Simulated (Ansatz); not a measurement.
Turn this script for Ansatz 0.2.0 through its Python package into the input file that the command-line program reads.

`energy_c6h8.py`
```python
"""Electronic structure of the C6H8 molecule."""

import ansatz as az

molecule = (
    az.Crystal.molecule()
    .atom("C", (1.8437, 0.881, 0.3334))
    .atom("C", (0.7998, 0.2836, -0.1522))
    .atom("C", (-0.5398, 0.2908, -0.5863))
    .atom("C", (-1.4473, -0.8463, -0.1984))
    .atom("C", (-1.6382, 0.5074, 0.4205))
    .atom("C", (1.9719, -0.5177, 0.012))
    .atom("H", (2.3056, 1.7621, 0.7017))
    .atom("H", (-0.6945, 0.7194, -1.5722))
    .atom("H", (-2.1778, -1.1802, -0.9266))
    .atom("H", (-1.0592, -1.6396, 0.4307))
    .atom("H", (-1.3764, 0.6281, 1.466))
    .atom("H", (-2.4975, 1.0919, 0.1121))
    .atom("H", (2.527, -0.7684, -0.878))
    .atom("H", (1.9827, -1.212, 0.8373))
)

setup = molecule.calculation().basis(gaussian="def2-SVP").functional("r2scan")
outcome = setup.run()
summary = outcome.report

print("reference energy %16.6f eV" % summary["reference_energy_ev"])
print("total energy     %16.6f eV" % summary["free_energy_ev"])
print("occupied orbitals outside the frozen core (up, down):", summary["n_occupied"], " frozen:", summary["n_frozen"], " virtual:", summary["n_virtual"])
```

```console
$ python energy_c6h8.py
reference energy     -6340.138332 eV
total energy         -6340.138332 eV
occupied orbitals outside the frozen core (up, down): [22, 22]  frozen: 0  virtual: [102, 102]
```

`input.yaml`:
```yaml
crystal:
  periodic: [false, false, false]
  atoms:
    - { symbol: C, position_ang: [1.8437, 0.881, 0.3334] }
    - { symbol: C, position_ang: [0.7998, 0.2836, -0.1522] }
    - { symbol: C, position_ang: [-0.5398, 0.2908, -0.5863] }
    - { symbol: C, position_ang: [-1.4473, -0.8463, -0.1984] }
    - { symbol: C, position_ang: [-1.6382, 0.5074, 0.4205] }
    - { symbol: C, position_ang: [1.9719, -0.5177, 0.012] }
    - { symbol: H, position_ang: [2.3056, 1.7621, 0.7017] }
    - { symbol: H, position_ang: [-0.6945, 0.7194, -1.5722] }
    - { symbol: H, position_ang: [-2.1778, -1.1802, -0.9266] }
    - { symbol: H, position_ang: [-1.0592, -1.6396, 0.4307] }
    - { symbol: H, position_ang: [-1.3764, 0.6281, 1.466] }
    - { symbol: H, position_ang: [-2.4975, 1.0919, 0.1121] }
    - { symbol: H, position_ang: [2.527, -0.7684, -0.878] }
    - { symbol: H, position_ang: [1.9827, -1.212, 0.8373] }
basis:
  gaussian: { orbitals: def2-SVP }
hamiltonian:
  xc: r2scan
```

On the command line:
```console
$ ansatz run input.yaml --threads 1 --pin off --max-ram 4096MiB --backend cpu --events-out ev --progress --plain --runs-dir out
Engine: ansatz 0.2.0, aarch64-unknown-linux-gnu
Functional definition: r2SCAN
  parameter k0 = 0.174
  parameter k1 = 0.065
  parameter a1 = 4.9479
  exchange = r2scan_x(k0 = k0, k1 = k1, a1 = a1)
  correlation = r2scan_c
1412 factors; their error is unknown
mean field evaluation 1: about -6329.4802 eV, gradient 6.3e1 eV
mean field evaluation 2: about -6323.7074 eV, gradient 8.0e1 eV
mean field evaluation 4: about -6340.0891 eV, gradient 7.3e0 eV
mean field evaluation 8: about -6340.2232 eV, gradient 1.1e-1 eV
mean field evaluation 16: about -6340.1383 eV, gradient 5.5e-4 eV
mean field -6340.13832121 eV, -232.9957858042 hartree, gradient 2.8e-5 eV, S^2 0.000000; 0 other end points of the search recorded, 0 dependent functions left out
reference -6340.13833209 eV, -232.9957862043 hartree; 22, 22 occupied and 102, 102 virtual orbitals, 1412 factors
Total energy: -6340.13833209 eV, -232.9957862043 hartree
```

Reading the output:
- Total energies depend on the basis set; only differences at equal settings carry meaning.
- The geometry is a force-field or estimated start, not a minimum of this method, and the basis set is short of its limit.
- It ran for 8 s on 1 thread of Arm Neoverse V1, on a shared host, peak memory 0.23 GiB.

(Lines on the test bed's own set-up are left out of the output.)
